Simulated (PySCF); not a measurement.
**Isomerisation enthalpies of C4H4N2**

**The experiment to reproduce.**

CRC Handbook of Chemistry and Physics lists, for the gas at 298.15 K: enthalpy of formation of `c1cncnc1` 195.7 kJ/mol; enthalpy of formation of `c1cnccn1` 196.1 kJ/mol; enthalpy of formation of `N#CCCC#N` (succinonitrile) 209.7 kJ/mol; enthalpy of formation of `c1ccnnc1` 278.3 kJ/mol.

The runs below try to reproduce these values; the comparison stands at the end.

Differences of these values give the isomerisation enthalpies. Geometries: PBE0-D3(BJ)/def2-SVP; runs in PySCF, gas phase, with a dispersion term only where the level names one. Total electronic energies (Eh):

```
  SMILES  PBE0-D3(BJ)/def2-SVP
c1cncnc1            -263.82998
c1cnccn1            -263.82345
N#CCCC#N            -263.79449
c1ccnnc1            -263.79247
```

Geometry of `c1cncnc1` (Å):
```
atom  x, y, z in Å
C1    -1.1488    0.1270    0.0701
C2    -0.2872    1.2164   -0.0336
N3     1.0306    1.0685   -0.1380
C4     1.4855   -0.1812   -0.1369
N5     0.7618   -1.2932   -0.0425
C6    -0.5548   -1.1328    0.0600
H7    -2.2295    0.2534    0.1548
H8    -0.6724    2.2430   -0.0328
H9     2.5714   -0.3083   -0.2225
H10   -1.1605   -2.0435    0.1369
```

Geometry of `c1cnccn1` (Å):
```
atom  x, y, z in Å
C1     1.1019   -0.7493    0.0328
C2     1.1661    0.6459    0.0140
N3     0.0701    1.3972   -0.0240
C4    -1.0907    0.7494   -0.0431
C5    -1.1550   -0.6458   -0.0243
N6    -0.0589   -1.3972    0.0137
H7     2.0171   -1.3512    0.0641
H8     2.1328    1.1618    0.0300
H9    -2.0059    1.3513   -0.0739
H10   -2.1216   -1.1618   -0.0407
```

Geometry of `N#CCCC#N` (Å):
```
atom  x, y, z in Å
N1     1.725    2.431   -0.013
C2     0.844    1.683    0.014
C3    -0.252    0.724    0.046
C4     0.252   -0.724   -0.046
C5    -0.844   -1.683   -0.014
N6    -1.725   -2.431    0.013
H7    -0.823    0.871    0.977
H8    -0.939    0.944   -0.786
H9     0.823   -0.871   -0.977
H10    0.939   -0.944    0.786
```

Geometry of `c1ccnnc1` (Å):
```
atom  x, y, z in Å
C1     0.708    0.891    0.020
C2    -0.674    0.862    0.003
C3    -1.275   -0.395   -0.100
N4    -0.588   -1.530   -0.181
N5     0.727   -1.502   -0.165
C6     1.363   -0.340   -0.068
H7     1.271    1.824    0.097
H8    -1.277    1.771    0.066
H9    -2.364   -0.505   -0.119
H10    2.456   -0.404   -0.060
```

Zero-point and thermal terms are left out, so the computed numbers are electronic energies.

## Comparison

Relative to `c1cncnc1`, the lowest by measurement, in kJ/mol (measured: enthalpies at 298.15 K; computed: electronic energies):

| SMILES | measured | PBE0-D3(BJ)/def2-SVP |
| --- | --- | --- |
| c1cncnc1 | 0.0 | 0.0 |
| c1cnccn1 | 0.4 | 17.1 |
| N#CCCC#N | 14.0 | 93.2 |
| c1ccnnc1 | 82.6 | 98.5 |

Measured values: 195.7 kJ/mol (298.15 K; CRC Handbook of Chemistry and Physics) for the first row; the others come from the same table. Mean unsigned miss over the other isomers: PBE0-D3(BJ)/def2-SVP 37.3 kJ/mol. The two lowest measured values lie only 0.4 kJ/mol apart, so their order may not be settled by the table. One conformer stands for `N#CCCC#N`, not necessarily the lowest, while the measurement averages over conformers. Where a level misses, the cause wasn't examined.
